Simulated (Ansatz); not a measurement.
# BFHS radical (SMILES FB[S]): one structure at several levels

An exercise on one series of results from a longer session: the logs are not shown, and one member is left open.

The runs use Ansatz 0.2.0, Gaussian basis; single points in def2-TZVPP.

Correlated methods freeze the cores. Orbitals are unrestricted.

## Starting geometry

SMILES `FB[S]`, 4 atoms, charge 0, spin multiplicity 2.

Atoms are counted from 1 here; the program's logs count them from 0.

Bond lengths: F1–B2 1.465 Å, B2–S3 1.737 Å, B2–H4 1.188 Å. Angles: F1–B2–S3 123.6°, F1–B2–H4 100.7°, S3–B2–H4 135.6°.

Geometry (Å):

```
atom    x (Å)    y (Å)    z (Å)
  F1   1.1433   0.6867  -0.3819
  B2  -0.0377  -0.0460   0.0802
  S3  -1.5817   0.0224  -0.7130
  H4   0.3906  -0.5589   1.0624
```

The first run:

run/in.yaml reads:

```yaml
crystal:
  periodic: [false, false, false]
  atoms:
    - {symbol: F, position_ang: [1.143300, 0.686700, -0.381900]}
    - {symbol: B, position_ang: [-0.037700, -0.046000, 0.080200]}
    - {symbol: S, position_ang: [-1.581700, 0.022400, -0.713000]}
    - {symbol: H, position_ang: [0.390600, -0.558900, 1.062400]}
basis:
  gaussian: {orbitals: def2-TZVPP}
magnetization: {spin_polarized: true, initial_magnetization: 1}
correlation: {method: ccsd_t}
scf: {omitted_lower_state_checks: [cluster_reference]}
output: {forces: true}
```

The command line of these runs was not kept.

Steps of the session up to this table: CCSD(T)/def2-TZVPP; PBE0-D4/def2-TZVPP; wB97M-V/def2-TZVPP; r2SCAN-D4/def2-TZVPP; PBE-D4/def2-TZVPP; revPBE-D4/def2-TZVPP; CAM-B3LYP-D4/def2-TZVPP.

One table of the session follows, with a row left open; its other results are not shown here.

```
      method  RMS force component (eV/Å)  angle to CCSD(T) forces (°)  dipole (D)
     CCSD(T)                       1.769                    reference        1.79
     PBE0-D4                       1.722                          5.6        1.69
     wB97M-V                       1.683                          3.3        1.73
   r2SCAN-D4                           ?                            ?           ?
      PBE-D4                       1.473                          8.2        1.50
   revPBE-D4                       1.451                          6.7        1.49
CAM-B3LYP-D4                       1.727                          4.8        1.75
```

**Question.** Estimate the row for r2SCAN-D4.

**Answer.** RMS force component (eV/Å): 1.632; angle to CCSD(T) forces (°): 5.7; dipole (D): 1.59. In the column «RMS force component (eV/Å)» it lies between PBE-D4 (1.473) and wB97M-V (1.683).
